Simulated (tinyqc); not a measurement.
Starting guesses with plain Roothaan steps: SCF starting guesses in the sto-3g basis, for CO, spin multiplicity 1. Computed by the program tinyqc with PySCF. 

Geometry (angstrom):
```
atom,x,y,z
C,0.0000,0.0000,0.0000
O,0.0000,0.0000,2.2030
```

lowest restricted solution found by these runs and by PySCF = -110.764674 hartree

RHF with one setting changed at a time; a run stops when the energy changes by less than 1e-09 hartree and the error matrix is below 1e-5. Starts: the lowest orbitals of the core Hamiltonian, of the Wolfsberg-Helmholz matrix (K = 1.75), projected atomic densities, random orbitals, and the highest orbitals of the core Hamiltonian (a deliberately bad start).

Largest element of the error matrix X^T (FDS - SDF) X:
```
iteration,core,Wolfsberg-Helmholz,atomic densities,random,highest core orbitals
1,5.0e-01,8.0e-01,1.8e-01,1.3e+01,4.6e-01
2,5.1e-01,1.2e+00,7.9e-01,3.5e-01,4.6e-01
3,4.8e-01,4.8e-01,1.2e+00,6.6e-01,6.3e-01
4,6.1e-01,6.3e-01,4.8e-01,4.8e-01,4.8e-01
5,4.8e-01,4.8e-01,6.3e-01,6.2e-01,6.2e-01
6,6.2e-01,6.2e-01,4.8e-01,4.8e-01,4.8e-01
8,6.2e-01,6.2e-01,4.8e-01,4.8e-01,4.8e-01
10,6.2e-01,6.2e-01,4.8e-01,4.8e-01,4.8e-01
14,6.2e-01,6.2e-01,4.8e-01,4.8e-01,4.8e-01
20,6.2e-01,6.2e-01,4.8e-01,4.8e-01,4.8e-01
30,6.2e-01,6.2e-01,4.8e-01,4.8e-01,4.8e-01
45,4.8e-01,4.8e-01,6.2e-01,6.2e-01,6.2e-01
60,6.2e-01,6.2e-01,4.8e-01,4.8e-01,4.8e-01
```

How each run ends:
```
run,iterations,E (hartree),state
core,>60,-103.34073,has stopped falling
Wolfsberg-Helmholz,>60,-103.34073,has stopped falling
atomic densities,>60,-109.00231,has stopped falling
random,>60,-109.00231,has stopped falling
highest core orbitals,>60,-109.00231,has stopped falling
```

No run reaches the lowest restricted solution found. Not converged: core, Wolfsberg-Helmholz, atomic densities, random, highest core orbitals. Whatever the start, the steps do not settle, so the cure lies in the iteration and not in the guess. The first errors are 5e-01, 8e-01, 2e-01, 1e+01, 5e-01.
